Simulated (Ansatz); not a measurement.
A made-up structure of CH$_{4}$AlO, doublet:

C1  (-0.484, -0.287, -0.965)
O2  (-0.392, -1.058, 0.123)
Al3  (0.468, 0.239, 0.976)
H4  (-1.432, 0.208, -1.176)
H5  (0.203, -0.469, -1.793)
H6  (-0.406, 1.191, 1.881)
H7  (-0.596, -1.852, 0.641)
(Å)

It is relaxed with PBE-D4/def2-SVP and then PBE0-D4/def2-TZVP (Ansatz 0.2.0). Atoms count as bonded within 1.22 times the sum of their covalent radii (H–H: 0.88 Å). The end point is not checked to be a true minimum.

**Question.** Does its bonding change? (A judgement: the text doesn't fix the answer.)

**Answer.** By the calculation: No: no bond forms or breaks.

Where it ends: The first stage lowers the energy by 1.76 eV in 17 steps. It ends as CH₄AlO ([CH2]1[OH][AlH]1):
```
7
angstrom
C -0.3305 -0.1823 -0.8496
O -0.1337 -1.2634 0.1804
Al 0.5333 0.5399 0.7536
H -1.3940 -0.0290 -1.0279
H 0.1746 -0.5041 -1.7563
H -0.5099 1.0011 1.8859
H -0.9791 -1.5900 0.5005
```

Labels in which every atom is bracketed show which atoms are joined, not bond orders.

For scale, one of the runs: PBE0-D4/def2-TZVP relaxation, 123 basis functions, launched by `ansatz run in.yaml --threads 2 --pin off --events-out ev --progress --plain --max-ram 4352MiB`. The run took about 31 s on 2 CPU threads of an Arm Neoverse V2 (shared host).
